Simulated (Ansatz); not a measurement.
# BeS+ (doublet): the correlation ladder, cc-pVTZ

How much of the correlation energy of BeS+ (doublet) does each wave-function method recover here?

Computed with Ansatz 0.2.0, Gaussian basis. Level: cc-pVTZ, core rule «outside noble gas», up to 6 orbitals frozen.

The runs, in order: UHF; CCSD(T) on ROHF; CCSD(T) on UHF; BCCD(T) on ROHF; CISD; CCSDT(Q) on ROHF; CCSDT(Q) on UHF.

11 further runs of the same task are left out: 5 for a known fault of the program, 2 that didn't finish, 4 set aside as unsound or not needed.

**1. What is computed**

The geometry is a PBE0/def2-TZVP stationary point (not a proven minimum).

2 atoms, charge 1, spin multiplicity 2.

Atoms are counted from 1 here; the program's logs count them from 0.

Bond lengths: S1–Be2 1.843 Å.

**2. UHF**

File in.yaml:

```yaml
crystal:
  periodic: [false, false, false]
  atoms:
    - {symbol: S, position_ang: [0.000000, 0.000000, 0.000000]}
    - {symbol: Be, position_ang: [0.000000, 0.000000, 1.842500]}
basis:
  gaussian: {orbitals: cc-pVTZ}
total_charge: 1
magnetization: {spin_polarized: true, initial_magnetization: 1}
hamiltonian: {xc: hf}
output: {orbitals: {seedname: orbitals}}
```

Run with:

```sh
$ ansatz run in.yaml --threads 1 --pin off --events-out ev --progress --plain --max-ram 2393MiB
```

The runs that follow: CCSD(T) on ROHF; CCSD(T) on UHF; BCCD(T) on ROHF; CISD; CCSDT(Q) on ROHF; CCSDT(Q) on UHF.

Q: Predict the results of all the runs planned. Wanted: UCCSDT(Q) below the RHF energy; RMP2 from UCCSDT(Q); UMP2 from UCCSDT(Q); RCCSD from UCCSDT(Q); RCCSD(T) from UCCSDT(Q); UCCSD(T) from UCCSDT(Q); RCCSDT(Q) from UCCSDT(Q); T1 diagnostic.

**Answer**, as computed:

| quantity | value |
| --- | --- |
| UCCSDT(Q) below the RHF energy | -5.3601 eV |
| RMP2 from UCCSDT(Q) | +19.71 kcal/mol |
| UMP2 from UCCSDT(Q) | +20.28 kcal/mol |
| RCCSD from UCCSDT(Q) | +6.44 kcal/mol |
| RCCSD(T) from UCCSDT(Q) | +0.94 kcal/mol |
| UCCSD(T) from UCCSDT(Q) | +0.95 kcal/mol |
| RCCSDT(Q) from UCCSDT(Q) | +0.05 kcal/mol |
| levels within 1 kcal/mol (43 meV) | RCCSD(T), UCCSD(T), BCCD(T), RCCSDT, UCCSDT, RCCSDT(Q) |
| T1 diagnostic | 0.021 |

RCCSD(T) lands +0.94 kcal/mol from the yardstick (0.8 % of the correlation energy). These misses are within one basis, not against nature; the frozen cores of restricted and unrestricted runs differ, which can shift their rows.
